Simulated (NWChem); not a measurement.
System: F, doublet

Results from NWChem. Spin-unrestricted. The open p shell is one determinant without spherical averaging. No stability test was run on the SCF state.

Task: Estimate the computed values for CAM-B3LYP/def2-TZVP. Quantities: highest occupied level (eV); lowest empty minus highest occupied level, either spin (eV); <S²>.

Result: 
- highest occupied level (eV): -14.14
- lowest empty minus highest occupied level, either spin (eV): 8.57
- <S²>: 0.751
